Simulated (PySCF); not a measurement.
Compound: propynal, C3H2O.
Structure used (PBE/6-31+G*), in Å, numbered top down from 1:
```xyz
6
C3H2O angstrom
C      1.396   -0.243    0.497
C      0.236   -0.178    0.113
C     -1.127   -0.046   -0.355
O     -1.953   -0.954   -0.325
H      2.413   -0.327    0.842
H     -1.391    0.964   -0.754
```

The calculation used PBE/6-31+G* geometry optimisation, gas phase in PySCF.

Masses are those of the commonest isotopes; rigid-rotor values at the optimised geometry. 

Give the principal moments of inertia and the rotational constants in MHz.

Ia = 7.61, Ib = 106.43, Ic = 114.04 u·Å²; 505379 MHz·u·Å²/I gives A = 66446, B = 4748, C = 4432 MHz.

What kind of rotor is it?

A near-prolate asymmetric top. Ray's parameter κ = (2B − A − C)/(A − C) = -0.990; −1 is the prolate and +1 the oblate limit.

What does the inertial defect say?

Planar: Δ = Ic − Ia − Ib = 0.00 u·Å². For a rigid frame Δ = −2 Σ m c², so it vanishes when all atoms lie in the ab plane; here none is more than 0.01 Å from it.

List the rotational levels J(Ka,Kc) to J = 2 (cm⁻¹).

Above 0(0,0):
J = 1: 1(0,1) 0.3062, 1(1,1) 2.3642, 1(1,0) 2.3748
J = 2: 2(0,2) 0.9186, 2(1,2) 2.9661, 2(1,1) 2.9978, 2(2,1) 9.1718, 2(2,0) 9.1718
The levels of one J sum to (2J + 1)J(J + 1)(A + B + C)/3.

Which types of transition are allowed, and where do some lines up to J = 2 fall?

The dipole components are |μa| = 2.78 D, |μb| = 1.36 D, |μc| = 0.00 D; the mirror of this Cs structure is the ab plane, so μc vanishes by symmetry and there are no c-type lines. Intensities carry the squares of the components, which stand as 1.00 : 0.24 (a : b). Some lines, for components of 0.1 D or more:

```json
{"type": "a", "branch": "Q", "J(Ka,Kc)": "1(1,0) ← 1(1,1)", "MHz": "317", "lower level (cm⁻¹)": "2.364"}
{"type": "a", "branch": "Q", "J(Ka,Kc)": "2(1,1) ← 2(1,2)", "MHz": "950", "lower level (cm⁻¹)": "2.966"}
{"type": "a", "branch": "R", "J(Ka,Kc)": "1(0,1) ← 0(0,0)", "MHz": "9180", "lower level (cm⁻¹)": "0.000"}
{"type": "a", "branch": "R", "J(Ka,Kc)": "2(1,2) ← 1(1,1)", "MHz": "18043", "lower level (cm⁻¹)": "2.364"}
{"type": "a", "branch": "R", "J(Ka,Kc)": "2(0,2) ← 1(0,1)", "MHz": "18359", "lower level (cm⁻¹)": "0.306"}
{"type": "a", "branch": "R", "J(Ka,Kc)": "2(1,1) ← 1(1,0)", "MHz": "18677", "lower level (cm⁻¹)": "2.375"}
{"type": "b", "branch": "Q", "J(Ka,Kc)": "1(1,0) ← 1(0,1)", "MHz": "62014", "lower level (cm⁻¹)": "0.306"}
{"type": "b", "branch": "Q", "J(Ka,Kc)": "2(1,1) ← 2(0,2)", "MHz": "62332", "lower level (cm⁻¹)": "0.919"}
{"type": "b", "branch": "R", "J(Ka,Kc)": "1(1,1) ← 0(0,0)", "MHz": "70877", "lower level (cm⁻¹)": "0.000"}
{"type": "b", "branch": "R", "J(Ka,Kc)": "2(1,2) ← 1(0,1)", "MHz": "79741", "lower level (cm⁻¹)": "0.306"}
{"type": "b", "branch": "Q", "J(Ka,Kc)": "2(2,0) ← 2(1,1)", "MHz": "185094", "lower level (cm⁻¹)": "2.998"}
{"type": "b", "branch": "Q", "J(Ka,Kc)": "2(2,1) ← 2(1,2)", "MHz": "186042", "lower level (cm⁻¹)": "2.966"}
{"type": "b", "branch": "R", "J(Ka,Kc)": "2(2,1) ← 1(1,0)", "MHz": "203769", "lower level (cm⁻¹)": "2.375"}
{"type": "b", "branch": "R", "J(Ka,Kc)": "2(2,0) ← 1(1,1)", "MHz": "204087", "lower level (cm⁻¹)": "2.364"}
```

Estimate the classical rotational partition function at 50 K and 100 K.

Point group Cs, symmetry number σ = 1; q = (√π/σ)·√((kT/h)³/(ABC)), k/h = 20836.6 MHz/K: 1590 at 50 K, 4510 at 100 K.

PBE/6-31+G* frequencies: not computed here. These are rigid-rotor constants of the computed structure; measured ground-state constants (B0) also hold zero-point vibration.
